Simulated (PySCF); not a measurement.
Compound: C₆H₇ (doublet state).
Cartesian coordinates in Å at the GFN2-xTB level; atoms count from 1:
```
atom  x, y, z in Å
C1     1.455   -0.689   -0.124
C2     0.169   -0.168    0.510
C3     0.068    1.350    0.487
C4    -1.052    1.657   -0.142
C5    -1.776    0.497   -0.599
C6    -1.074   -0.582   -0.231
H7     1.459   -1.777   -0.117
H8     1.528   -0.348   -1.154
H9     2.324   -0.333    0.425
H10    0.112   -0.508    1.550
H11    0.809    1.989    0.925
H12   -2.706    0.526   -1.136
H13   -1.320   -1.613   -0.412
```

Identity: `C[C@H]1C=[C]C=C1` [radical].

Method: PySCF, UKS B3LYP, pcH-1 on C H, non-relativistic, mean-field spin-orbit, GIAO. Isolated species at its GFN2-xTB geometry, gas phase. A GFN2-xTB geometry isn't a minimum of the functional, and hyperfine couplings can be far from their values at a DFT geometry. No stability test was run, so a lower SCF solution isn't excluded.

Give the principal g shifts and their parts.

```
                    Δg (ppm)     1     2     3
relativistic mass correction  -165  -165  -165
            gauge correction    27    13   -21
   orbital Zeeman/spin–orbit  -618    -8   514
                       total  -755  -160   328
```

So g = 2.00156, 2.00216, 2.00265 and g_iso = 2.00212; the tensor is rhombic: the two nearest values differ by 45 % of g3 − g1. Axes: g1 points within 11° of the C3–H11 bond.

What effective moment and Curie constant follow for a powder?

With the mean of g² = 4.0085 and S(S+1) = 0.75: μ_eff = √(⟨g²⟩S(S+1)) = 1.734 μB and χT = 0.12505·⟨g²⟩·S(S+1) = 0.376 cm³ K/mol (cgs; spin-Hamiltonian part alone).

What are the electron Larmor frequencies g μB B/h along the three axes at 3350 mT?

93.8482, 93.8761, 93.8990 GHz for g1, g2 and g3, a range of 50.8 MHz.

How much does each term add to the isotropic shift?

The mass correction -165, the orbital-Zeeman/spin–orbit term -37 and the gauge correction 6 ppm, for a total of -196 ppm. The mass correction is the largest in size. The mass correction is the same along every axis, so the anisotropy comes from the other two: their spans along these axes are 49 (gauge) and 1132 ppm (orbital Zeeman/spin–orbit).

In a frozen sample, at which fields do the three g values resonate at 9.5, 34, 94 and 263 GHz (hyperfine left aside), and which band first spreads them over more than twice a line width of 0.5 mT?

```tsv
band	GHz	B(g3) mT	B(g2) mT	B(g1) mT	spread mT
X	9.5	338.93	339.01	339.11	0.18
Q	34.0	1213.01	1213.30	1213.66	0.66
W	94.0	3353.60	3354.42	3355.42	1.81
J	263.0	9382.96	9385.24	9388.04	5.08
```

The spread grows in proportion to the frequency. W band is the first where it exceeds 1.0 mT.

Largest spin populations (Mulliken): C4 (+1.00), C3 (-0.12) and C2 (+0.07). C4 is the only atom above +0.15. The positive populations add up to 1.15 and the negative ones to -0.15, together 2S = 1.

The HOMO–LUMO gaps are 5.44 eV among the α and 3.76 eV among the β orbitals.
